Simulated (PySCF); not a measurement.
CHO, charge +1, multiplicity 1. Atoms are numbered in the order given.

```xyz
3

C      0.0000     0.0000     0.5157
O      0.0000     0.0000    -0.5883
H      0.0000     0.0000     1.6126
```
Charge +1, spin multiplicity 1.

The structure is a stationary point at r2SCAN-D4/def2-TZVPD. The isomer is the one that the SMILES or the coordinates give; other isomers of the formula were not compared.

Level of theory: PySCF with PBE/pcSseg-2.

GIAO shieldings, no solvent; atoms alike by connectivity are averaged. δ = σ(ref) − σ: ¹³C against TMS (σ = 181.4 ppm); ¹⁷O against H2O (σ = 327.5 ppm); ¹H against TMS (σ = 31.47 ppm), references at their B3LYP-D3(BJ)/def2-TZVP geometries, non-relativistic.

Computed chemical shifts:
```tsv
nucleus	atoms	count	δ (ppm)
¹³C	C1	1	140.1
¹⁷O	O2	1	378.2
¹H	H3	1	7.02
```
